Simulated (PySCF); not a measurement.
# HN2O (Protonated Nitrous Oxide): the cost of one run

Programs: PySCF 2.14.0, with density-fitted response routines of our own. Each step states its level of theory. These are calculated values for one molecule, in the gas phase or a continuum, unless marked as measured. Atoms are numbered from 0 throughout.

### 1 The molecule as given

4 atoms, charge 1, multiplicity 1; geometry from: GFN2-xTB. The atoms were then displaced at random by about 0.01 Å, so the start is not that level's minimum.

Bonds of the start (Å): N0–N1 1.09, N1–O2 1.09, N0–H3 1.00.

### 2 Relaxing the molecule at PBE0-D3(BJ)/def2-SVP

What the job is given:

```
{"job": {"xc": "PBE0", "basis": "def2-SVP", "d3": "d3bj", "grid": 1, "shake": 0.01, "kind": "geom"}, "charge": 1, "multiplicity": 1}
N     -0.519660    -0.010130     0.110190
N      0.494560    -0.015410     0.507730
O      1.511760    -0.037860     0.901620
H     -1.448670     0.038020    -0.262990
```

Launch:

```console
$ OMP_NUM_THREADS=1 python probes_run.py task.json out
```

One launch serves the whole session: the jobs run in the order shown.

Q: Estimate the wall time and peak memory of this first job on 1 thread of Arm Neoverse V1, shared host.

About 7 s, with a peak of 0.26 GiB.
